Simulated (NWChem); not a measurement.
Extrapolating the MP2 correlation energy of Be

```xyz
1

Be     0.0000     0.0000     0.0000
```
Charge 0, spin multiplicity 1.

All runs are NWChem calculations.

The correlated methods keep 1 core orbital frozen.

Worked example. The MP2 correlation energy is -28.17 mHa in cc-pVTZ and -29.42 mHa in cc-pVQZ. The form E(X) = E∞ + A/X³ turns the pair into an estimate of the basis-set limit.

E∞ = (4³·(-29.42) − 3³·(-28.17))/(4³ − 3³) = -30.3 mHa. The larger basis holds 97 % of that. This is a two-point estimate.
